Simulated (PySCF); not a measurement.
Geometries of 2 isomers of [C5H9]+ (charge +1), from PySCF, PBE0-D3(BJ)/def2-SVP geometry optimisation, gas phase. One conformer each, no zero-point energy, no frequencies.

Problem. Which is lower in electronic energy at this level?
A.
```xyz
14
angstrom
C      2.067    0.453   -0.428
C      1.119   -0.463   -0.098
C     -0.258   -0.147    0.079
C     -1.188   -1.243    0.372
C     -0.808    1.209   -0.023
H      3.113    0.151   -0.547
H      1.842    1.512   -0.585
H      1.414   -1.507    0.042
H     -1.479   -1.657   -0.619
H     -2.117   -0.909    0.854
H     -0.717   -2.072    0.918
H     -1.092    1.514    1.005
H     -0.138    1.967   -0.441
H     -1.762    1.191   -0.576
```
B.
```xyz
14
angstrom
C      2.622    0.108    0.676
C      1.296    0.150    0.347
C      0.405   -0.744    0.960
C     -1.021   -0.833    0.727
C     -1.683    0.114   -0.248
H      3.343    0.793    0.217
H      3.008   -0.609    1.409
H      0.927    0.872   -0.386
H      0.827   -1.450    1.690
H     -1.484   -0.814    1.742
H     -1.198   -1.908    0.480
H     -2.760   -0.092   -0.296
H     -1.281   -0.002   -1.265
H     -1.563    1.163    0.060
```

Solution. A. That is `C=C[C+](C)C`, 9.6 kcal/mol below the other.

```csv
SMILES,atoms numbered as above,E (Eh),relative (kcal/mol),relative (kJ/mol),dipole about centre of mass (D)
C=C[C+](C)C,[CH2:1]=[CH:2][C+:3]([CH3:4])[CH3:5],-195.26189,0.0,0.0,0.43
C=C[CH+]CC,[CH2:1]=[CH:2][CH+:3][CH2:4][CH3:5],-195.24653,9.6,40.3,2.72
```
